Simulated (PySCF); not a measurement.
Geometry:
```
atom   x (Å)   y (Å)   z (Å)
  C1  -0.049   1.179  -0.813
  C2   0.070   0.048   0.198
  C3   0.664  -1.193  -0.452
  C4  -1.293  -0.270   0.800
  S5   1.109   0.577   1.616
  H6  -0.715   0.882  -1.629
  H7  -0.452   2.080  -0.347
  H8   0.923   1.425  -1.246
  H9   0.755  -2.006   0.269
 H10   0.023  -1.527  -1.274
 H11   1.655  -0.987  -0.861
 H12  -1.219  -1.063   1.548
 H13  -1.733   0.611   1.272
 H14  -1.970  -0.610   0.011
 H15   2.218   0.844   0.906
```

PySCF 2.14.0 with density-fitted response routines calculation with geometry: PBE0-D3(BJ)/def2-TZVP and GIAO B97-2/pcSseg-2 shieldings; fast rotation and ring inversion assumed for equivalent nuclei, isolated molecule, no relativistic terms, a single conformation.

Question: List the cross peaks expected in HSQC, COSY and HMBC spectra.

Answer: 

HSQC (one-bond C–H):
```
                                    δH               δC
1.36 (H6/H7/H8/H9/H10/H11/H12/H13/H14)  36.9 (C1/C3/C4)
```

HMBC (two and three bonds, from the bond graph):
```
                                    δH                          δC
1.36 (H6/H7/H8/H9/H10/H11/H12/H13/H14)  47.0 (C2), 36.9 (C1/C3/C4)
```

No COSY cross peaks are expected.

Shifts are taken against calculated references (same method and geometry level): TMS for 1H (σ = 31.64 ppm), 13C (σ = 185.38 ppm).

The OH or NH signal is concentration- and solvent-dependent in practice; the value given is the gas-phase one. Shifts are as computed. Against solution values, carbons near 30 ppm lie about +3 ppm off and those near 130 ppm about +7 ppm; carbons on S a further +4 ppm. Of 1211 compounds with measured shifts, 218 miss one by over three times the rms of a fit or turn the order of signals round; such compounds aren't used in these exercises.
